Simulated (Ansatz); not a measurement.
## Which is lower?

Two relaxed structures of CH$_{6}$BS (charge +1), singlet (PBE0-D4/def2-TZVP; forces vanish, vibrations not checked).

A:

```
9
angstrom
C -0.6176 0.9223 -0.5835
B 0.1411 -0.3894 -0.4939
S 0.2173 -1.3276 1.1816
H -1.2744 0.9058 -1.4622
H 0.1336 1.6910 -0.8344
H -1.1746 1.2576 0.2906
H 0.6959 -1.0098 -1.3391
H 1.5030 -1.7403 1.1859
H 0.3755 -0.3097 2.0550
```

B:

C1  (-0.587, 1.034, -0.632)
B2  (0.459, -1.165, 1.094)
S3  (0.846, -0.012, -0.302)
H4  (-1.470, 0.431, -0.823)
H5  (-0.329, 1.660, -1.486)
H6  (-0.711, 1.652, 0.258)
H7  (0.879, -0.848, -1.360)
H8  (0.984, -2.224, 1.034)
H9  (-0.204, -0.708, 1.962)
(Å)

Program: Ansatz 0.2.0. Basis: def2-TZVPP. Cores are frozen in the correlated methods. B3LYP uses VWN-RPA correlation.

(1) Which structure is lower at CCSD(T), and by how much? (An estimate is asked for; the value comes from the calculation.)

T1 diagnostic: at most 0.012.

Results:

(1) Computed: A, by 9.34 kcal/mol (electronic energy, against the other). By their contacts, A is CH₆BS ([CH3][BH][SH2]), total charge +1 and B is CH₆BS ([BH2][SH][CH3]), total charge +1.

All methods give the same order:

```
   method  E(B) − E(A) (kcal/mol)
   PBE-D4                   10.70
r2SCAN-D4                   10.54
  PBE0-D4                   10.07
 B3LYP-D4                    9.52
  wB97M-V                   10.04
       HF                    6.66
      MP2                    9.32
     CCSD                    9.20
  CCSD(T)                    9.34
```

Labels in which every atom is bracketed show which atoms are joined, not bond orders.

For scale, one of the runs: CCSD(T)/def2-TZVPP, 188 basis functions, launched by `ansatz run in.yaml --threads 2 --pin off --events-out ev --progress --plain --max-ram 4352MiB`. Time: 29 s of wall clock on 2 CPU threads of an Arm Neoverse V2; the host was shared. Peak host memory: 1.9 GiB.
